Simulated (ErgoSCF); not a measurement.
# BH5O (B(H2O)H3): levels of theory compared

Wanted: a comparison of 6 runs (HF/STO-3G, HF/3-21G, HF/def2-SVP, BLYP/6-31G, PBE0/def2-SVP, B3LYP/6-311+G**) of BH5O (B(H2O)H3). 

The results are computed with ErgoSCF 3.8.

1 further run of the same task is left out (set aside as unsound or not needed).

### 1 Starting point

BH5O: 7 atoms, total charge 0, spin state singlet. SMILES: `[H]B([H])([H])<-O`. The coordinates come from a GFN2-xTB relaxation.

Bond lengths: B1–O2 1.700 Å, O2–H3 0.963 Å, O2–H4 0.962 Å, B1–H5 1.182 Å, B1–H6 1.191 Å, B1–H7 1.182 Å. Angles: B1–O2–H3 102.2°, B1–O2–H4 102.2°, O2–B1–H5 103.7°, O2–B1–H6 104.3°, O2–B1–H7 103.7°, H3–O2–H4 109.6°, H5–B1–H6 114.2°, H5–B1–H7 114.8°, H6–B1–H7 114.2°.

### 2 The energy at HF/STO-3G (run 1)

The input, ergo.in:

```
# BH5O, HF
set_nthreads("env")
molecule_inline
B  0.12812343 -0.21106351 -1.26401891
O  0.19052219 -0.27710944 1.94779741
H  -1.57992442 -0.26947495 2.36686307
H  0.91901161 1.33964575 2.35229329
H  2.28679538 -0.12950293 -1.83358236
H  -1.02850234 1.65602369 -1.75780434
H  -0.91600694 -2.10849972 -1.81152926
EOF
scf.use_diagonalization = 1
scf.output_mulliken_pop = 1
tmpdir = "."
spin_polarization = 0
basis = "STO-3G"
scf.max_number_of_iterations = 120
run "HF"
```

The basis set STO-3G is read from a file made from the Basis Set Exchange's data (not shown).

The run is started by

```sh
ergo ergo.in
```

The log of the run:

```text
[...]
INSC SCF_general constructor, number of basis functions: 15
[...]
INSC Energy   1 =        -77.77841529106
[...]
INDE E_LUMO =          0.43810367883
[...]
INSC Energy  11 =       -101.09390303018  ( diff     -0.000000000000597 )
[...]
RESC CONVERGED after  11 iterations.
RESC FINAL ENERGY:       -101.09390303018
[...]
INSC SCF: dipole_moment_x [atomic units] =      -0.37680382
INSC SCF: dipole_moment_y [atomic units] =       0.60055156
INSC SCF: dipole_moment_z [atomic units] =       1.65772725
[...]
```

Wall time 0.62 s (1 thread of Arm Neoverse V2, shared host); peak memory 0.26 GiB.

### 3 The energy at HF/3-21G (run 2)

The input, run.inp:

```
set_nthreads("env")
molecule_inline Angstrom
B        0.067800      -0.111690      -0.668890
O        0.100820      -0.146640       1.030730
H       -0.836060      -0.142600       1.252490
H        0.486320       0.708910       1.244780
H        1.210120      -0.068530      -0.970290
H       -0.544260       0.876330      -0.930190
H       -0.484730      -1.115770      -0.958620
EOF
scf.use_diagonalization = 1
scf.output_mulliken_pop = 1
tmpdir = "."
scf.max_number_of_iterations = 120
basis = "3-21G"
run "HF"
```

The basis set 3-21G is read from a file made from the Basis Set Exchange's data (not shown).

The run is started by

```sh
ergo < run.inp
```

The log of the run:

```text
[...]
INSC SCF_general constructor, number of basis functions: 28
[...]
INSC Energy   1 =        -57.16614671218
[...]
INDE E_LUMO =          0.18222542987
[...]
INSC Energy  12 =       -101.85749500770  ( diff     -0.000000000003467 )
[...]
RESC CONVERGED after  12 iterations.
RESC FINAL ENERGY:       -101.85749500770
[...]
INSC SCF: dipole_moment_x [atomic units] =      -0.44174389
INSC SCF: dipole_moment_y [atomic units] =       0.69990913
INSC SCF: dipole_moment_z [atomic units] =       1.62954970
[...]
```

Run time: 0.7 s. Hardware: 1 thread of Arm Neoverse V2, shared host; peak memory 0.26 GiB.

Runs 3 to 5 aren't shown in full; the table further down has their settings and results.

### 4 The energy at B3LYP/6-311+G(d,p) (run 6)

The input, ergo.in:

```
# single point, BH5O
set_nthreads(1)
scf.output_mulliken_pop = 1
scf.use_diagonalization = 1
XC.sparse_mode = 0
scf.max_number_of_iterations = 120
tmpdir = "."
basis = "6-311+G**"
XC.radint = 1e-11
XC.angint = 41
molecule_inline
B      0.12812343    -0.21106351    -1.26401891
O      0.19052219    -0.27710944     1.94779741
H     -1.57992442    -0.26947495     2.36686307
H      0.91901161     1.33964575     2.35229329
H      2.28679538    -0.12950293    -1.83358236
H     -1.02850234     1.65602369    -1.75780434
H     -0.91600694    -2.10849972    -1.81152926
EOF
run "B3LYP-G"
```

The basis set 6-311+G** is read from a file made from the Basis Set Exchange's data (not shown).

The run is started by

```sh
ergo ergo.in
```

The log of the run:

```text
[...]
INDF Weighted mixed functional:
[...]
INSC Energy   1 =        -38.83870700982
[...]
INDE E_LUMO =         -0.04397018854
[...]
INSC Energy  13 =       -103.09747771242  ( diff     -0.000000000008100 )
[...]
RESC CONVERGED after  13 iterations.
RESC FINAL ENERGY:       -103.09747771242
[...]
INSC SCF: dipole_moment_x [atomic units] =      -0.34974956
INSC SCF: dipole_moment_y [atomic units] =       0.55679504
INSC SCF: dipole_moment_z [atomic units] =       1.54564987
[...]
```

It took 13 s on 1 thread of Arm Neoverse V2, shared host; peak memory 0.26 GiB.

### 5 Overview of the runs

| run | level | integration grid | radint | energy (Eh) | dipole moment (D) | wall time |
| --- | --- | --- | --- | --- | --- | --- |
| 1 | HF/STO-3G | – | – | -101.093903 | 4.58 | 0.62 s |
| 2 | HF/3-21G | – | – | -101.857495 | 4.65 | 0.7 s |
| 3 | HF/def2-SVP | – | – | -102.345169 | 4.38 | 4.8 s |
| 4 | BLYP/6-31G | Turbo | 1e-11 | -102.966467 | 4.53 | 3.3 s |
| 5 | PBE0/def2-SVP | Turbo | 1e-11 | -102.847578 | 4.42 | 7.2 s |
| 6 | B3LYP/6-311+G** | Turbo | 1e-11 | -103.097478 | 4.27 | 13 s |

### 6 Results

| quantity | value |
| --- | --- |
| run 6: total energy | -103.09748 Eh |
| run 6: dipole moment | 4.27 D |

The dipole moment (its size) runs from 4.27 D (B3LYP/6-311+G**) to 4.65 D (HF/3-21G). The two ends differ in method and basis. Totals of different functionals can't be ranked against each other. In run 1 the basis is minimal, so the values are rough. All runs together took 29 s, the longest 13 s.
